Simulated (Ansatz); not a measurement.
One change: `B[S][AlH2]` becomes `[AlH2][SH]`.

Ansatz, PBE0-D4/def2-TZVP geometries, multiplicity 1. 

```tsv
property	`B[S][AlH2]`
HOMO energy (PBE0/def2-TZVPP) / eV	-8.19
HOMO–LUMO gap (PBE0/def2-TZVPP) / eV	6.30
HOMO energy (ωB97M-V/def2-TZVPP) / eV	-10.32
HOMO energy (PBE/def2-TZVPP) / eV	-6.99
HOMO energy (B3LYP/def2-TZVPP) / eV	-7.98
HOMO–LUMO gap (ωB97M-V/def2-TZVPP) / eV	10.16
```

Q: Give the same properties after the change, and the shifts. (Best estimate.)

A: Ansatz gave: 
| property | `[AlH2][SH]` | shift |
| --- | --- | --- |
| HOMO energy (PBE0/def2-TZVPP) / eV | -7.86 | 0.33 |
| HOMO–LUMO gap (PBE0/def2-TZVPP) / eV | 6.45 | 0.15 |
| HOMO energy (ωB97M-V/def2-TZVPP) / eV | -10.04 | 0.28 |
| HOMO energy (PBE/def2-TZVPP) / eV | -6.70 | 0.29 |
| HOMO energy (B3LYP/def2-TZVPP) / eV | -7.60 | 0.38 |
| HOMO–LUMO gap (ωB97M-V/def2-TZVPP) / eV | 10.26 | 0.10 |

With PBE0 the HOMO rises by 0.33 eV and the LUMO rises by 0.48 eV, so the gap widens by about 0.15 eV. PBE moves the HOMO by 0.29 eV and ωB97M-V by 0.28 eV. The zero-point energy changes by -35.7 kJ/mol with -6 modes.

B3LYP here is the variant with VWN-RPA as its local correlation; programs differ in this.
